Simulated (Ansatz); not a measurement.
Basis-set extrapolation for C₃H₉NS, SMILES `CNCSC` (PBE0-D4/def2-TZVP geometry, frozen core, Ansatz 0.2.0). Multiplicity 1, RHF reference.

|  | def2-TZVPP | def2-QZVPP |
| --- | --- | --- |
| HF | -570.884590 | -570.904545 |
| MP2 correlation | -0.920823 | -0.985275 |
| CCSD(T) correlation | -1.017040 | not run |

Energies in hartree. Use E(X) = E(∞) + A·exp(−7.88·√X) for Hartree–Fock and E(X) = E(∞) + B·X^(−2.97) for correlation, with X = 3 and 4, and add CCSD(T) minus MP2 of the smaller set to the MP2 limit.

Q: What is the CCSD(T) energy at the basis-set limit?

A: HF limit: -570.904545 + (-0.019955) × 0.13774 = -570.90729. MP2 limit: -0.985275 + (-0.064452) × 0.74074 = -1.03302. Higher-order term: -1.017040 − (-0.920823) = -0.09622. Total: -572.03653 hartree, 3.67 eV below CCSD(T)/def2-TZVPP.
